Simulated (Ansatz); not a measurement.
Compare A (`C=NCC`) with its isomer B (`C1CNC1`).

Calculated with Ansatz (gas phase, PBE0-D4/def2-TZVP geometries, no zero-point term in ΔE). CCSD(T)/CBS is the MP2 limit (def2-TZVPP, def2-QZVPP) plus CCSD(T) − MP2 in def2-TZVPP, frozen cores. Functionals use def2-TZVPP. B3LYP here is the variant with VWN-RPA as its local correlation; programs differ in this. Each species was taken in one conformer, which may not be the lowest.

A:

```xyz
11

C    -0.4689   -0.7438    1.7162
N    -0.2554    0.2883    1.0313
C    -0.4464    0.2063   -0.3975
C     0.8364    0.5615   -1.1265
H    -0.3263   -0.7104    2.7961
H    -0.7993   -1.6979    1.2801
H    -0.8030   -0.7894   -0.7074
H    -1.2229    0.9318   -0.6629
H     1.6233   -0.1617   -0.9010
H     1.1875    1.5489   -0.8219
H     0.6748    0.5664   -2.2065
```

B:

Z-matrix (Å, degrees):
```
C
C 1 1.537
C 1 1.537 2 85.6
H 1 1.090 2 112.1 3 -112.1
H 1 1.089 2 117.8 3 119.2
N 2 1.472 1 88.6 3 19.1
H 2 1.099 1 111.6 3 -96.3
H 2 1.093 1 118.0 3 136.7
H 3 1.093 1 118.0 2 -136.7
H 3 1.099 1 111.6 2 96.3
H 6 1.012 2 115.9 1 -139.3
```

(1) Which is lower in electronic energy at CCSD(T)/CBS, and by how much? (An estimate is asked.)

(2) Give E(B) − E(A) in kJ/mol with MP2/def2-TZVPP, B3LYP, HF/def2-TZVPP, LDA (SPW92), PBE-D4, B2PLYP, PBE0-D4. (Estimate.)

(3) Does the order hold for the free energy at 298.15 K (harmonic terms from PBE0-D4)? (An estimate is asked.)

Largest T1 diagnostic: 0.011.

## Answers

(1) The calculation gave: A, by 40.7 kJ/mol.

(2) Ansatz gave: MP2/def2-TZVPP 36.1, B3LYP 53.6, HF/def2-TZVPP 53.3, LDA (SPW92) 16.2, PBE-D4 36.7, B2PLYP 49.5, PBE0-D4 26.6. None reverses the order clearly.

(3) The calculation gave: Yes: G(B) − G(A) = +52.2 kJ/mol, for one conformer each.

From BLYP to BHLYP (50 % exact exchange), in def2-TZVPP and without D4, E(B) − E(A) moves by −19.9 kJ/mol. In def2-TZVPP, CCSD(T) changes the Hartree–Fock value by −10.9 kJ/mol (the triples alone add +2.0 kJ/mol) and MP2 by −17.2 kJ/mol.
